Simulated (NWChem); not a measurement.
# H3PO2 (SMILES O=[PH2]O), run twice

Wanted: the energy of H3PO2, U-r2SCAN-D3(BJ)/6-31G (esp esp).

Program for the calculation: NWChem 7.3.0.

**1. The structure to begin with**

The species is H3PO2 (6 atoms), meant as a singlet with charge 0. SMILES: `O=[PH2]O`. The shape is that of a GFN2-xTB optimisation. This is one conformer, not always the lowest.

Bond lengths: O1–P2 1.446 Å, P2–O3 1.599 Å, P2–H4 1.390 Å, P2–H5 1.390 Å, O3–H6 0.959 Å. Angles: O1–P2–O3 111.7°, O1–P2–H4 116.0°, O1–P2–H5 116.0°, O3–P2–H4 103.7°, O3–P2–H5 103.7°, P2–O3–H6 115.9°, H4–P2–H5 104.3°.

**2. Try one**

File h3o2p.nw:

```
echo
start h3o2p
title "H3O2P r2SCAN"
memory 2200 mb

geometry noautoz
 O     -0.288120    -1.516860    -0.908560
 P     -0.161880    -0.180090    -0.371450
 O      0.535460    -0.185060     1.066930
 H     -1.351280     0.506310    -0.156640
 H      0.616170     0.703450    -1.110510
 H      0.649650     0.672250     1.480220
end

basis "ao basis" bse
 O library cc-pVDZ-PP
 P library cc-pVDZ-PP
 H library cc-pVDZ-PP
end

dft
 xc r2scan
 odft
 disp vdw 4
 grid medium
 iterations 100
 mulliken
 noprint "final vectors analysis"
end

esp
 recalculate
end

task dft
task esp
```

The run is started by

```console
nwchem h3o2p.nw > h3o2p.out
```

Log:

```text
============================== echo of input deck ==============================
echo
start h3o2p
title "H3O2P r2SCAN"
memory 2200 mb

geometry noautoz
 O     -0.288120    -1.516860    -0.908560
 P     -0.161880    -0.180090    -0.371450
 O      0.535460    -0.185060     1.066930
 H     -1.351280     0.506310    -0.156640
 H      0.616170     0.703450    -1.110510
 H      0.649650     0.672250     1.480220
end

basis "ao basis" bse
 O library cc-pVDZ-PP
 P library cc-pVDZ-PP
 H library cc-pVDZ-PP
end

dft
 xc r2scan
 odft
 disp vdw 4
 grid medium
 iterations 100
 mulliken
 noprint "final vectors analysis"
end

esp
 recalculate
end

task dft
task esp
================================================================================

             Northwest Computational Chemistry Package (NWChem) 7.3.0
             --------------------------------------------------------

[... 19 lines left out ...]
    hardfail = no
[... 41 lines left out ...]
            Nuclear Dipole moment (a.u.)
[... 58 lines left out ...]
  bas_tag_lib: failed to locate basis o_cc-pvdz-pp in file <dir>
 ------------------------------------------------------------------------
 bas_tag_lib: no such basis available                   0
 ------------------------------------------------------------------------
 ------------------------------------------------------------------------
  current input line :
    16:  O library cc-pVDZ-PP
 ------------------------------------------------------------------------
 ------------------------------------------------------------------------
 There is an error in the input file
 ------------------------------------------------------------------------

0:bas_tag_lib: no such basis available:Received an Error in Communication
  Errorcode: -1
```

Wall time 0.54 s (1 thread of Intel Xeon Platinum 8275CL at 3.00GHz (Skylake/Cascade Lake), shared host); peak memory 0.071 GiB.

**3. Diagnosis**

The job stopped with an error part of the way.

The telling line is `bas_tag_lib: failed to locate basis o_cc-pvdz-pp in file <dir>`. What is wrong: the program or basis doesn't cover what is asked for. To mend it: basis set 6-31G in place of cc-pVDZ-PP.

**4. Second attempt**

File h3o2p.nw:

```
start h3o2p
title "H3O2P r2SCAN"
memory 2200 mb

geometry units angstrom noautoz
  O       -0.288120      -1.516860      -0.908560
  P       -0.161880      -0.180090      -0.371450
  O        0.535460      -0.185060       1.066930
  H       -1.351280       0.506310      -0.156640
  H        0.616170       0.703450      -1.110510
  H        0.649650       0.672250       1.480220
end

basis
  * library 6-31G
end

dft
  xc r2scan
  odft
  disp vdw 4
  grid medium
  mulliken
end

esp
  recalculate
end

task dft
task esp
```

The run is started by

```console
nwchem h3o2p.nw > h3o2p.out
```

Log:

```text
[...]
 Group name             Cs
[...]
          Wavefunction type:  spin polarized.
          No. of atoms     :     6
          No. of electrons :    34
[...]
          Charge           :     0
          Spin multiplicity:     1
[...]
          AO basis - number of functions:    37
[...]
              XC Information
              --------------
                      r^2SCAN Method XC Functional
               r^2SCAN metaGGA Exchange Functional  1.000
                     r^2SCAN Correlation Potential  1.000
[...]
 d= 0,ls=0.0,diis     1   -493.1261528229 -6.19D+02  6.14D-02  3.07D-01     0.7
[...]
 d= 0,ls=0.0,diis     8   -493.2986887372  1.28D-08  7.35D-06  6.17D-08     3.2
[...]
         Total DFT energy =     -493.298688737214
      One electron energy =     -928.904707716557
           Coulomb energy =      351.646150619804
    Exchange-Corr. energy =      -41.587478908360
 Nuclear repulsion energy =      125.548179313700
    Dispersion correction =       -0.000832045802
[...]
      Total Density - Mulliken Population Analysis
     ---------------------------------------------
    Atom       Charge   Shell Charges
 -----------   ------   -------------------------------------------------------
    1 O    8     8.62   2.00  0.93  2.86  1.05  1.78
    2 P   15    13.94   2.00  2.00  5.97  1.17  2.44  0.15  0.21
    3 O    8     8.73   2.00  0.90  2.93  0.99  1.90
    4 H    1     1.06   0.54  0.52
    5 H    1     1.06   0.54  0.52
    6 H    1     0.59   0.50  0.09
[...]
      <S2> =      0.0000 (Exact =     0.0000)
[...]
 Dipole moment                                  2.223625
 Quadrupole moment Qxx                         -0.713315
                   Qyy                         -2.081030
                   Qzz                          2.794345
[...]
```

It took 4.2 s on 1 thread of Intel Xeon Platinum 8275CL at 3.00GHz (Skylake/Cascade Lake), shared host; peak memory 0.11 GiB.

**5. Summary of results**

Level: U-r2SCAN-D3(BJ)/6-31G (esp esp).

| quantity | value |
| --- | --- |
| total energy | -493.29869 Eh |
| dipole moment | 5.62 D |
| HOMO energy | -6.90 eV |
| LUMO energy | 0.19 eV |
| HOMO–LUMO gap | 7.08 eV |
| dispersion energy | -2.18 kJ/mol |

In words: Mulliken charges run from -0.73 on O3 to +1.06 on P2.
